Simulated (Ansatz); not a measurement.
AlClO (`[O]=[Al][Cl]`), charge 0, multiplicity 1.

**Question.** Give a relaxed structure at PBE0-D4/def2-TZVP (Ansatz 0.2.0). (Estimate.)

**Answer.** The calculation gave: 
Z-matrix (Å, degrees):
```
Al
O 1 1.592
Cl 1 2.059 2 180.0
```
Point group C∞v.
